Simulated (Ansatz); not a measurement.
Li2H3, relaxed as a doublet with UKS PBE0-D4/def2-TZVP in Ansatz, starting from the GFN1-xTB geometry. Force threshold 0.02 eV/Å.

In the doublet, H3 and H5 lie 0.92 Å apart (atoms count from 1), so these atoms are partly bonded to each other. Another isomer (doublet) lies 0.42 eV lower at PBE0-D4/def2-TZVP; other spin states weren't run for this one.

Start:

```xyz
5

Li    0.253   -0.989   -0.386
Li   -0.030    1.054    0.279
H    -0.243    0.422   -1.390
H     1.096   -0.167    0.968
H    -1.077   -0.320    0.528
```

**Question.** Estimate the energy that the relaxation releases and the steps that it takes.

**Answer.** 80.3 kJ/mol, in 11 steps; 4.2 s on 4 threads of Arm Neoverse V1 on a shared host. No frequencies were taken in this run, so the end may be a saddle point.

**Question.** Does the start keep its bonding and symmetry?

**Answer.** By distances, no bond broke or formed. The bond that changes most is Li2–H4, from 1.80 to 1.69 Å (atoms count from 1). A close non-bonded pair moves further: H3–H5, from 2.22 to 0.92 Å. Point group C2v at the start, C2v at the end, both within 0.05 Å.

**Question.** Predict the relaxed structure.

**Answer.** 
```xyz
5

Li    0.3987   -1.1188   -0.2015
Li    0.0960    1.0834    0.5180
H    -0.6333    0.2176   -0.9325
H     1.2627   -0.0978    0.8306
H    -1.1241   -0.0844   -0.2146
```
Bond lengths (bridged metal pairs left out): 6 × H–Li 1.69 to 1.84 Å.
